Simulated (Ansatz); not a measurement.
Input file:

```yaml
crystal:
  periodic: [false, false, false]
  atoms:
    - { symbol: Si, position_ang: [0.183343, 0.029192, -0.337095] }
    - { symbol: O, position_ang: [0.688614, 0.122171, 1.417067] }
    - { symbol: H, position_ang: [0.468102, -0.484778, 2.118887] }
    - { symbol: H, position_ang: [1.5601, -0.03415, 0.531601] }
    - { symbol: F, position_ang: [-0.774603, 1.30674, -0.577999] }
    - { symbol: H, position_ang: [-0.766256, -1.114575, -0.37716] }
basis:
  gaussian: { orbitals: def2-SVP }
hamiltonian:
  xc: hf
md:
  timestep: 0.5
  n_steps: 200
  ensemble: nve
  temperature: 300.0
  initial_velocities: maxwell_boltzmann
  seed: 3919
```

Launched with:

```bash
$ ansatz run input.yaml --threads 1 --pin off --max-ram 2048MiB --backend cpu --events-out ev --progress --plain --runs-dir out
```

Hardware: 1 thread of Intel(R) Xeon(R) Platinum 8259CL CPU @ 2.50GHz (Skylake/Cascade Lake) (shared host).

Task: Roughly how long does this run take, and how much memory?

Result: 2.7 min, with a peak of 0.11 GiB, for 201 ionic steps.
